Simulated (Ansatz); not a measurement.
Input file:

```yaml
crystal:
  periodic: [false, false, false]
  atoms:
    - {symbol: Si, position_ang: [0.000000, 0.000000, 0.030146]}
    - {symbol: N, position_ang: [0.000000, 0.000000, -1.987642]}
    - {symbol: H, position_ang: [0.000000, 0.000000, 1.957495]}
basis:
  gaussian: {orbitals: 6-31G}
magnetization: {spin_polarized: false}
correlation: {method: ccsdt, electrons: outside_noble_gas}
accuracy: high
```

```sh
$ ansatz run in.yaml --threads 1 --pin off --events-out ev --progress --plain --max-ram 2393MiB
```

Log:

```
517 factors; integrals over basis functions are off by at most 3.2e-9 eV
mean field evaluation 1: about -9340.0936 eV, gradient 5.3e1 eV
mean field evaluation 2: about -9340.0944 eV, gradient 5.3e1 eV
mean field evaluation 4: about -9349.0870 eV, gradient 1.2e1 eV
mean field evaluation 8: about -9349.7220 eV, gradient 4.8e-1 eV
mean field evaluation 16: about -9349.7230 eV, gradient 2.7e-8 eV
mean field evaluation 32: about -9345.9805 eV, gradient 4.5e-2 eV
mean field evaluation 64: about -9348.0257 eV, gradient 2.2e1 eV
mean field evaluation 96: about -9349.7027 eV, gradient 3.3e-1 eV
mean field evaluation 128: about -9347.2327 eV, gradient 1.0e1 eV
mean field evaluation 160: about -9332.6670 eV, gradient 2.2e1 eV
...
cycle  32  -8.02238322 eV  change   -6.9e-9 eV  update   4.1e-8
cycle  33  -8.02238311 eV  change    1.1e-7 eV  update   2.6e-8
cycle  34  -8.02238310 eV  change    5.5e-9 eV  update   1.2e-8
cycle  35  -8.02238313 eV  change   -2.7e-8 eV  update   7.6e-9
cycle  36  -8.02238312 eV  change    4.3e-9 eV  update   3.7e-9
cycle  37  -8.02238313 eV  change   -9.3e-9 eV  update   2.7e-9
cycle  38  -8.02238313 eV  change    1.8e-9 eV  update  9.2e-10
cycle  39  -8.02238313 eV  change  -9.2e-10 eV  update  6.1e-10
cycle  40  -8.02238313 eV  change   -1.0e-9 eV  update  3.6e-10
cycle  41  -8.02238313 eV  change  -4.9e-10 eV  update  1.8e-10
WARN: the results are in doubt because among natural orbitals full CI differs from the method by -0.122 eV
Total energy: -9357.74538564 eV, -343.8908000147 hartree
In doubt: among natural orbitals full CI differs from the method by -0.122 eV
```

Ran on 1 thread of Arm Neoverse V1, shared host: 2 s wall, 0.09 GiB peak host memory.
